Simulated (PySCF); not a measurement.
PySCF input (B3PW91/6-31G* (5d)):

```python
from pyscf import gto, dft

mol = gto.M(
    atom='''
    N     0.00050850    0.05505915    0.21829074
    C     0.00176132    1.42665324    0.07760598
    C     1.21886028   -0.65170039   -0.11593847
    C    -1.22078552   -0.64895999   -0.11094661
    H     0.93451484    1.93798604    0.26489020
    H    -0.92906689    1.94007936    0.26870335
    H     1.36171805   -0.73955939   -1.20323368
    H     1.19291628   -1.65514888    0.31148623
    H     2.07484105   -0.12021475    0.29928959
    H    -1.36828861   -0.73649284   -1.19764770
    H    -2.07386374   -0.11555460    0.30777843
    H    -1.19534696   -1.65246620    0.31637296
    ''',
    basis='6-31g*',
    charge=0,
    spin=1,
    verbose=4,
)

mf = dft.UKS(mol, xc='b3pw91')
mf.grids.level = 3
mf.conv_tol = 1e-9
mf.max_cycle = 100
mf.max_memory = 1500
mf.kernel()
if not mf.converged:
    mf = mf.newton()
    mf.kernel(mf.make_rdm1())
mo, _, stable, _ = mf.stability(return_status=True)
if not stable:
    mf.kernel(mf.make_rdm1(mo, mf.mo_occ))
    stable = mf.stability(return_status=True)[2]
mf.dip_moment()
```

From the last part of the output:

```

cycle= 1 E= -173.719068523988  delta_E= 0.248  |g|= 0.22  |ddm|= 2.11
  alpha nocc = 17  HOMO = -0.067351539560951  LUMO = 0.11451269903611
  beta  nocc = 16  HOMO = -0.210744580943589  LUMO = 0.0514588001739309
  HOMO = -0.067351539561  LUMO = 0.0514588001739  gap/eV = 3.23299
cycle= 2 E= -173.721008799154  delta_E= -0.00194  |g|= 0.23  |ddm|= 0.494
  alpha nocc = 17  HOMO = -0.1234194688672  LUMO = 0.099120159159197
  beta  nocc = 16  HOMO = -0.247709085702802  LUMO = 0.00271511344398245
  HOMO = -0.123419468867  LUMO = 0.00271511344398  gap/eV = 3.43230
cycle= 3 E= -173.749159939085  delta_E= -0.0282  |g|= 0.0187  |ddm|= 0.25
  alpha nocc = 17  HOMO = -0.127383354802397  LUMO = 0.0981537045624994
  beta  nocc = 16  HOMO = -0.251488803084327  LUMO = 0.00394027552594522
  HOMO = -0.127383354802  LUMO = 0.00394027552595  gap/eV = 3.57350
cycle= 4 E= -173.749273626938  delta_E= -0.000114  |g|= 0.0196  |ddm|= 0.0352
  alpha nocc = 17  HOMO = -0.12701252851208  LUMO = 0.0989492716182148
  beta  nocc = 16  HOMO = -0.248635295578787  LUMO = 0.00556175715870388
  HOMO = -0.127012528512  LUMO = 0.0055617571587  gap/eV = 3.60753
cycle= 5 E= -173.749442875191  delta_E= -0.000169  |g|= 0.00347  |ddm|= 0.0193
  alpha nocc = 17  HOMO = -0.128004303836327  LUMO = 0.0989334198549203
  beta  nocc = 16  HOMO = -0.249242309624834  LUMO = 0.00558753309797977
  HOMO = -0.128004303836  LUMO = 0.00558753309798  gap/eV = 3.63522
cycle= 6 E= -173.749454581376  delta_E= -1.17e-05  |g|= 0.00169  |ddm|= 0.00774
  alpha nocc = 17  HOMO = -0.127848110620635  LUMO = 0.0989204361571727
  beta  nocc = 16  HOMO = -0.248972396078531  LUMO = 0.00597628846216169
  HOMO = -0.127848110621  LUMO = 0.00597628846216  gap/eV = 3.64155
cycle= 7 E= -173.74945646661  delta_E= -1.89e-06  |g|= 0.000798  |ddm|= 0.00268
  alpha nocc = 17  HOMO = -0.12797736419546  LUMO = 0.0989699352294702
  beta  nocc = 16  HOMO = -0.249020485192075  LUMO = 0.00589866763231983
  HOMO = -0.127977364195  LUMO = 0.00589866763232  gap/eV = 3.64295
cycle= 8 E= -173.749456868358  delta_E= -4.02e-07  |g|= 0.000181  |ddm|= 0.00117
  alpha nocc = 17  HOMO = -0.12796996526363  LUMO = 0.0989681750506137
  beta  nocc = 16  HOMO = -0.249021372839585  LUMO = 0.00590257236822023
  HOMO = -0.127969965264  LUMO = 0.00590257236822  gap/eV = 3.64286
cycle= 9 E= -173.749456890964  delta_E= -2.26e-08  |g|= 4.27e-05  |ddm|= 0.000338
  alpha nocc = 17  HOMO = -0.127970936305437  LUMO = 0.0989680418230372
  beta  nocc = 16  HOMO = -0.24903113675966  LUMO = 0.00589559588990562
  HOMO = -0.127970936305  LUMO = 0.00589559588991  gap/eV = 3.64269
cycle= 10 E= -173.749456892714  delta_E= -1.75e-09  |g|= 7.74e-06  |ddm|= 9.4e-05
  alpha nocc = 17  HOMO = -0.127970826267774  LUMO = 0.0989675039537277
  beta  nocc = 16  HOMO = -0.249031952117471  LUMO = 0.00589542590917924
  HOMO = -0.127970826268  LUMO = 0.00589542590918  gap/eV = 3.64269
cycle= 11 E= -173.749456892793  delta_E= -7.91e-11  |g|= 1.83e-06  |ddm|= 1.93e-05
  alpha nocc = 17  HOMO = -0.12797044563966  LUMO = 0.0989678266751133
  beta  nocc = 16  HOMO = -0.249031473049973  LUMO = 0.00589596378088864
  HOMO = -0.12797044564  LUMO = 0.00589596378089  gap/eV = 3.64269
Extra cycle  E= -173.749456892794  delta_E= -9.66e-13  |g|= 1.36e-06  |ddm|= 3.71e-06
converged SCF energy = -173.749456892794  <S^2> = 0.75326996  2S+1 = 2.0032673
uhf_internal: lowest eigs of H = [0.35307472 0.39429401 0.45319723]
<class 'pyscf.dft.uks.UKS'> wavefunction is stable in the internal stability analysis
Dipole moment(X, Y, Z, Debye): -0.00129, -1.07825, -0.04011
```
